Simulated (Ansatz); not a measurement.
**Phonon frequency of some elemental solids other than molecular ones**

Method: LDA in Ansatz (plane waves, PAW). References are measured values at room or unstated temperature, uncorrected, so that the deviations hold thermal and zero-point effects besides the level's error. The table is a random draw of 6 from 22 values with such references.

Values in cm⁻¹.

```
solid                        reference  LDA  deviation (%)
---------------------------  ---------  ---  -------------
fcc Au (X L)                       154  156           +1.3
diamond-structure Si (L TO)        490  489           -0.2
fcc Au (L L)                       157  159           +1.3
diamond-structure Si (L TA)        114  105           -7.9
fcc Cu (X T)                       169  186          +10.1
diamond-structure Si (X TA)        150  136           -9.3
```

Over these 6 values the mean deviation is -0.8 %, the mean absolute deviation 5.0 % (median 4.6 %), and the worst case fcc Cu (X T) at +10.1 %; the value is above the reference in 3 of 6 cases. Over all 22 the mean deviation is +2.1 % and the mean absolute deviation 4.7 % (median 3.8 %).

Spin–orbit coupling is left out, also for the solids with elements from indium on (fcc Au); its size isn't shown.

Differences are worked out from the printed values.

Each level is taken at its own relaxed cell. Ansatz's density-functional and Hartree–Fock values are scalar-relativistic unless marked +SOC, with PAW data made under PBE.

Ansatz's runs of these crystals have no spin polarisation.

Not in this set, of the elemental solids other than molecular ones with a reference value in our tables and a result at some level: 8 for a run that failed a test (LDA) (fcc Al, fcc Al, fcc Al, fcc Al, fcc Pb and 3 more); 5 for a doubt noted on the run at LDA (diamond-structure Ge, diamond-structure Ge, diamond-structure Ge, diamond-structure Ge, diamond-structure Ge); 4 for a reference of another kind, counted apart (fcc Pt, fcc Pt, fcc Pt, fcc Pt). These can be a level's worst cases. Values held back for tests aren't counted. Layered and molecular crystals are counted apart. The metals Ce to Yb are counted apart.

References as tabulated in Greeff and Graf (2004), arXiv:cond-mat/0311614; Giannozzi et al., Phys. Rev. B (1991); Yang et al. (2021), arXiv:2106.07201; He et al. (2014), arXiv:1309.4805.

Ansatz is a first-principles code.
